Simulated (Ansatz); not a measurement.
`C/C(O)=C\C=S` → 4 C• + 6 H• + O• + S•  (atomization)

Isolated molecules relaxed with PBE0-D4/def2-TZVP in Ansatz; ΔE leaves out vibrations. CCSD(T)/CBS is the MP2 limit (def2-TZVPP, def2-QZVPP) plus CCSD(T) − MP2 in def2-TZVPP, frozen cores. This one scheme is used for every species, atoms too. DFT in def2-TZVPP. Open shells (•) are unrestricted, without spin–orbit coupling. Spin–orbit coupling would lower the free atoms: a little for C, O, S. Each species was taken in one conformer, which may not be the lowest.

Q: What is ΔE at CCSD(T)/CBS? (Estimate.)

A: Ansatz gave: +4938.1 kJ/mol.

Q: What do these levels give: r2SCAN-D4, r2SCANh-D4, ωB97X-V, B2PLYP, BHLYP, HF/def2-SVP? (An estimate is asked.)

A: Computed: r2SCAN-D4 4989.1, r2SCANh-D4 4947.5, ωB97X-V 4943.3, B2PLYP 4902.4, BHLYP 4736.7, HF/def2-SVP 3564.5 kJ/mol.

Largest T1 diagnostic among the species: 0.017.

In def2-TZVPP, CCSD(T) changes the Hartree–Fock value by +1290.7 kJ/mol (the triples alone add +99.2 kJ/mol) and MP2 by +1407.4 kJ/mol; breaking electron pairs costs correlation energy, which Hartree–Fock lacks. From PBE to PBE0 (25 % exact exchange), in def2-TZVPP and without D4, ΔE moves by −123.8 kJ/mol: exact exchange takes away binding that semilocal exchange gives to molecules. The D4 term adds +40.9 kJ/mol with B3LYP and +21.6 kJ/mol with PBE0; it sums over pairs of atoms, weighted by their polarisabilities, and B3LYP, whose exchange is more repulsive, gets the larger term.

B3LYP here is the variant with VWN-RPA as its local correlation; programs differ in this.

For atomizations the MP2-based limit and the directly extrapolated one differ by several kJ/mol either way, and by 10 to 25 for some Ge, Se and Sn compounds, so smaller differences from it don't rank the levels.
